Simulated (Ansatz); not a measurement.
The cation of ClHOSi, SMILES `O[Si]Cl` at the neutral geometry.

```yaml
crystal:
  periodic: [false, false, false]
  atoms:
    - {symbol: O, position_ang: [-0.911755, 0.450160, -0.308684]}
    - {symbol: Si, position_ang: [-0.434209, -0.789716, 0.647025]}
    - {symbol: Cl, position_ang: [1.662272, -0.701008, 0.421355]}
    - {symbol: H, position_ang: [-0.260807, 0.980362, -0.779997]}
basis:
  gaussian: {orbitals: def2-TZVPP}
total_charge: 1
magnetization: {spin_polarized: true, initial_magnetization: 1}
hamiltonian: {xc: {name: wB97M-V}}
```

```sh
$ ansatz run in.yaml --threads 2 --pin off --events-out ev --progress --plain
```

Shortened log:

```
Functional definition: wB97M-V
811 factors; their error is unknown
139 factors; integrals over basis functions are off by at most 6.0e-5 eV
mean field evaluation 1: about -22444.6136 eV, gradient 5.6e1 eV
mean field evaluation 2: about -22411.5063 eV, gradient 9.8e1 eV
mean field evaluation 4: about -22455.2645 eV, gradient 5.4e0 eV
mean field evaluation 8: about -22455.4029 eV, gradient 1.8e-1 eV
mean field evaluation 16: about -22455.4267 eV, gradient 2.2e-3 eV
mean field -22455.42667105 eV, -825.2217093261 hartree, gradient 3.4e-5 eV, S^2 0.754714; 0 other end points of the search recorded, 0 dependent functions left out
reference -22455.42670594 eV, -825.2217106085 hartree; 20, 19 occupied and 109, 110 virtual orbitals, 811 factors
Total energy: -22455.42670594 eV, -825.2217106085 hartree
```

Hardware: 2 threads of a server CPU on a shared host. Wall time 6 s, peak host memory 0.41 GiB.
